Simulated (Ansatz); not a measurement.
Born–Oppenheimer molecular dynamics of CH4BF (7 atoms, charge 0, multiplicity 1). It goes on from the last frame of an earlier run, with new velocities.

These are results of RKS B3LYP-D4/def2-mTZVP in Ansatz, not measurements.

| Item | Value |
| --- | --- |
| ensemble | NVT, Langevin thermostat |
| time step | 0.5 fs |
| steps asked | 166 |
| set temperature | 300 K |
| friction | 0.02 /fs |
| seed | 532761 |

First frame:

```xyz
7
Properties=species:S:1:pos:R:3
B -0.024 -0.016 0.069
C -0.030 0.092 1.627
H -0.534 -0.819 1.993
H 0.946 0.166 2.140
H -0.677 0.898 2.003
F 1.018 -0.499 -0.594
H -0.996 0.265 -0.542
```

(1) How far do the bonds stretch over the last three quarters of this one trajectory? (Pairs bonded in most of those frames.)

Answers

(1) 
| bond | mean (Å) | spread (Å) | shortest | longest |
| --- | --- | --- | --- | --- |
| B1–C2 | 1.561 | 0.033 | 1.49 | 1.61 |
| B1–F6 | 1.335 | 0.018 | 1.31 | 1.38 |
| B1–H7 | 1.198 | 0.027 | 1.15 | 1.24 |
| C2–H3 | 1.094 | 0.015 | 1.07 | 1.12 |
| C2–H4 | 1.093 | 0.019 | 1.06 | 1.14 |
| C2–H5 | 1.101 | 0.020 | 1.06 | 1.14 |

Mean temperature of the second half: 204 K. The mean temperature of the second half is 32 % below the set value. A run of 0.083 ps of so small a system gives no equilibrium averages.

Run time: 2.7 min on 2 threads of Arm Neoverse V1, with other jobs on the host, peak memory 0.12 GiB.
